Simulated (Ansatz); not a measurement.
# C3H2O: the cost of one run

Method: the levels named in each step, in Ansatz 0.2.0.

**1. The system as given**

Bond lengths: O1–C2 1.189 Å, C2–C3 1.431 Å, C2–C4 1.431 Å, C3–C4 1.349 Å, C3–H5 1.068 Å, C4–H6 1.067 Å. Angles: O1–C2–C3 151.9°, O1–C2–C4 151.9°, C3–C2–C4 56.2°, C2–C3–C4 61.9°, C2–C3–H5 153.3°, C4–C3–H5 144.8°, C2–C4–C3 61.9°, C2–C4–H6 153.3°, C3–C4–H6 144.8°.

As a file:

```xyz
6

O     1.4544   -0.1963    0.0510
C     0.2763   -0.0375    0.0095
C    -1.0636   -0.5369   -0.0508
C    -0.8843    0.7999   -0.0174
H    -1.7890   -1.3189   -0.0934
H    -1.3779    1.7464   -0.0175
```

**2. A rough first relaxation, PBE-D4/def2-SVP**

This run stands in another session on the same molecule. It ended at:

```xyz
6

O     1.4932   -0.2016    0.0523
C     0.2959   -0.0401    0.0103
C    -1.0614   -0.5415   -0.0507
C    -0.8809    0.8036   -0.0173
H    -1.8240   -1.3364   -0.0951
H    -1.4070    1.7725   -0.0181
```

**3. Relaxation, PBE0-D4/def2-TZVPP**

This run stands in another session on the same molecule. It ended at:

```xyz
6

O     1.4629   -0.1975    0.0512
C     0.2780   -0.0376    0.0097
C    -1.0556   -0.5328   -0.0503
C    -0.8776    0.7937   -0.0174
H    -1.8013   -1.3157   -0.0938
H    -1.3906    1.7466   -0.0179
```

**4. Relaxation, CCSD(T)/cc-pV(T+d)Z**

input.yaml reads:

```yaml
crystal:
  periodic: [false, false, false]
  atoms:
    - { symbol: O, position_ang: [1.46294473, -0.19754865, 0.05119725] }
    - { symbol: C, position_ang: [0.2779803, -0.03756879, 0.00971495] }
    - { symbol: C, position_ang: [-1.0555604, -0.53281822, -0.05029603] }
    - { symbol: C, position_ang: [-0.87762212, 0.79372875, -0.01741214] }
    - { symbol: H, position_ang: [-1.80132724, -1.31573299, -0.09383824] }
    - { symbol: H, position_ang: [-1.39056527, 1.74656989, -0.01792579] }
basis:
  gaussian: { orbitals: "cc-pV(T+d)Z.json" }
correlation:
  method: ccsd_t
relax:
  f_tol: 0.002
  max_steps: 40
```

The run is started by

```bash
$ ansatz run input.yaml --threads 8 --pin off --max-ram 22528MiB --backend cpu --events-out ev --progress --plain --runs-dir out
```

**Question.** How long does this run take on 8 threads of AMD EPYC 9R14 (Zen 4), shared host, and how much memory does it need?

About 3.3 min, with a peak of 2.3 GiB.
